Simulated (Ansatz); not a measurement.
# C2H5FO2: rigid torsion scan

Wanted for C2H5FO2: a rigid torsion scan. SMILES: OCC(O)F.

All numbers are computed with Ansatz 0.2.0 through its Python package. Level of theory: r2SCAN0/def2-SVP.

### 1 Starting point

Bond lengths: O1–C2 1.369 Å, C2–C3 1.507 Å, C3–O4 1.443 Å, C3–F5 1.335 Å, O1–H6 1.006 Å, C2–H7 1.099 Å, C2–H8 1.065 Å, C3–H9 1.139 Å, O4–H10 0.972 Å. Angles: O1–C2–C3 110.9°, O1–C2–H7 107.0°, O1–C2–H8 110.3°, C3–C2–H7 109.2°, C3–C2–H8 109.5°, H7–C2–H8 109.9°, C2–O1–H6 109.3°, C2–C3–O4 113.9°, C2–C3–F5 112.2°, C2–C3–H9 112.8°, O4–C3–F5 105.6°, O4–C3–H9 106.8°, F5–C3–H9 104.9°, C3–O4–H10 100.5°.

The script holds or builds the structure itself.

### 2 The script

The input, torsion_c2h5fo2.py:

```python
'''Rigid torsion scan of C2H5FO2.'''

import ansatz as az
from ase import Atoms

atoms = Atoms(['O', 'C', 'C', 'O', 'F', 'H', 'H', 'H', 'H', 'H'], positions=[
    (-1.5295, -0.2852, -0.6321),
    (-0.5021, -0.8608, 0.066),
    (0.5592, 0.1565, 0.3981),
    (1.0088, 0.9235, -0.7381),
    (0.1355, 1.0528, 1.2915),
    (-1.1562, 0.3897, -1.2776),
    (-0.0685, -1.6371, -0.5806),
    (-0.8669, -1.2996, 0.9651),
    (1.4863, -0.309, 0.8677),
    (1.0164, 1.818, -0.3569),
])

# start the scan from a relaxed geometry
first = (
    az.Crystal.molecule_from_ase(atoms).calculation()
    .basis(gaussian='def2-SVP')
    .functional('r2scan0')
    .relax(force_tolerance=0.02, max_steps=80)
)
atoms.positions = first.run().report['positions_ang']

start = atoms.get_dihedral(1, 2, 3, 9)
energies = {}
for turn in range(0, 360, 30):
    turned = atoms.copy()
    turned.set_dihedral(1, 2, 3, 9, start + turn, indices=[3, 9])
    calc = (
        az.Crystal.molecule_from_ase(turned).calculation()
        .basis(gaussian='def2-SVP')
        .functional('r2scan0')
    )
    energies[round((start + turn) % 360)] = calc.run().report['free_energy_ev']
floor = min(energies.values())
print('dihedral C1-C2-O3-H9 (deg)   E - E(min) (eV)')
for angle, e in sorted(energies.items()):
    print(f'{angle:8d} {(e - floor):14.3f}  ' + '#' * int(30 * (e - floor) / max(max(energies.values()) - floor, 1e-9)))
```

### 3 What the engine is handed

The engine receives this input (first run):

```yaml
crystal:
  periodic: [false, false, false]
  atoms:
    - { symbol: O, position_ang: [-1.5295, -0.2852, -0.6321] }
    - { symbol: C, position_ang: [-0.5021, -0.8608, 0.066] }
    - { symbol: C, position_ang: [0.5592, 0.1565, 0.3981] }
    - { symbol: O, position_ang: [1.0088, 0.9235, -0.7381] }
    - { symbol: F, position_ang: [0.1355, 1.0528, 1.2915] }
    - { symbol: H, position_ang: [-1.1562, 0.3897, -1.2776] }
    - { symbol: H, position_ang: [-0.0685, -1.6371, -0.5806] }
    - { symbol: H, position_ang: [-0.8669, -1.2996, 0.9651] }
    - { symbol: H, position_ang: [1.4863, -0.309, 0.8677] }
    - { symbol: H, position_ang: [1.0164, 1.818, -0.3569] }
basis:
  gaussian:
    orbitals: def2-SVP
hamiltonian:
  xc: r2scan0
relax:
  f_tol: 0.02
  max_steps: 80
```

### 4 Launch

Run with:

```sh
$ python torsion_c2h5fo2.py
```

**Question.** Where along the turn do the lowest and the highest point lie, and how far apart are they?

As calculated:

| quantity | value |
| --- | --- |
| runs compared | 12 |
| range of energy | 0.527 eV |
| lowest point, turn (°) | 0 |

What this shows: The lowest point is at 176° and the highest at 26°, 0.527 eV (50.8 kJ/mol) above it, with the rest of the molecule held. Run 0: The relaxation took 7 moves; the largest shift is 0.421 Å, of atom 10 (H). The scan is rigid and the energies are electronic, in a modest basis. With rigid groups the curve can differ much from the relaxed path, the start wasn't checked as a minimum of this torsion, and equivalent turns needn't return to the same energy.
